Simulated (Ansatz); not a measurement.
Geometry optimisation, Ansatz, RKS PBE0-D4/def2-SVP.

Input:

```yaml
crystal:
  periodic: [false, false, false]
  atoms:
    - { symbol: Si, position_ang: [0.379153, 0.035947, -0.051648] }
    - { symbol: Cl, position_ang: [0.496021, -0.036733, 2.058907] }
    - { symbol: H, position_ang: [1.810143, 0.011426, -0.487759] }
    - { symbol: H, position_ang: [-0.239358, 1.307837, -0.503549] }
    - { symbol: H, position_ang: [-0.298496, -1.180462, -0.572921] }
    - { symbol: "N", position_ang: [-2.457142, 0.004007, 0.969113] }
    - { symbol: H, position_ang: [-3.2133, -0.611209, 0.670492] }
    - { symbol: H, position_ang: [-2.886631, 0.875137, 1.268587] }
    - { symbol: H, position_ang: [-2.04089, -0.405949, 1.823779] }
basis:
  gaussian: { orbitals: def2-SVP }
hamiltonian:
  xc: pbe0
  dispersion: d4
relax:
  f_tol: 0.03
  max_steps: 50
```

Command:

```bash
$ ansatz run input.yaml --threads 1 --pin off --max-ram 2048MiB --backend cpu --events-out ev --progress --plain --runs-dir out
```

Problem. Where does it end, and by what steps?

Solution. It converged. The force dipped under the threshold on the way, but the program's further checks kept it going. After 19 steps the energy has fallen by 0.041 eV; H7 moved furthest, 0.50 Å.

```csv
step,energy less start (eV),largest force component (eV/Å),accepted
0,0.0000,0.565,yes
1,-0.0030,0.837,yes
2,-0.0092,0.691,yes
3,-0.0150,0.387,yes
4,-0.0203,0.282,yes
5,-0.0305,0.092,yes
6,-0.0305,0.129,no
7,-0.0323,0.028,yes
8,-0.0326,0.233,yes
9,-0.0348,0.093,yes
10,-0.0358,0.076,yes
11,-0.0376,0.008,yes
12,-0.0134,0.718,no
13,-0.0385,0.059,yes
14,-0.0383,0.193,no
15,-0.0389,0.059,yes
16,-0.0400,0.044,yes
17,-0.0403,0.095,yes
18,-0.0406,0.062,yes
19,-0.0410,0.007,yes
```

```xyz
9
Properties=species:S:1:pos:R:3
Si 0.269 0.027 0.011
Cl 0.558 0.225 2.069
H 1.673 0.067 -0.516
H -0.435 1.193 -0.585
H -0.282 -1.300 -0.367
N -2.312 -0.049 0.995
H -3.106 -0.218 0.380
H -2.489 0.830 1.479
H -2.326 -0.774 1.711
```

The run took 49 s on 1 thread of Arm Neoverse V2, with other jobs on the host, peak memory 0.15 GiB.
